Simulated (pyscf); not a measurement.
A first-order saddle from PySCF, ωB97X-D3(BJ)/def2-SVP:

```xyz
5

Cl    -0.8533    -1.5621    -0.5320
Al     0.9388    -0.2026    -0.4062
Cl     1.3475     0.4491     1.5545
H      1.1430     0.7681    -1.6321
H     -2.3557    -1.3924    -0.4671
```
Charge 0, spin multiplicity 2.

Surface: doublet, charge 0. Lowest wavenumbers (cm⁻¹): 1471i, 113, 283, 297, 483.

Q: What reaction is this the transition state of?

A: Cl–AlH–Cl + H atom (H•) ⇌ hydrogen chloride (HCl) + [HAl–Cl]•, an atom transfer read from left to right: Al–Cl broken and Cl–H formed. At CCSD(T)/def2-TZVPP + ΔMP2(QZVPP) it lies +93.1 kJ/mol from the left side and +37.8 kJ/mol from the right (each side as separated species at their lowest minima found). On the product side the descent ends in a complex, 31.2 kJ/mol under the separated species and 63.6 kJ/mol under the saddle at ωB97X-D3(BJ)/def2-TZVP. At ωB97X-D3(BJ) the barrier from the zero used here is 103.7 kJ/mol. The same reactants have a lower exit, to [Cl–Al–Cl]• + H₂ (barrier +14.9 kJ/mol at ωB97M-D3(BJ), against +96.0 kJ/mol here). One saddle was located; it need not be the lowest between these sides. The angle at the transferred Cl is 136°. The CCSD(T) − MP2 part came from Ansatz, without density fitting, on the same reference.
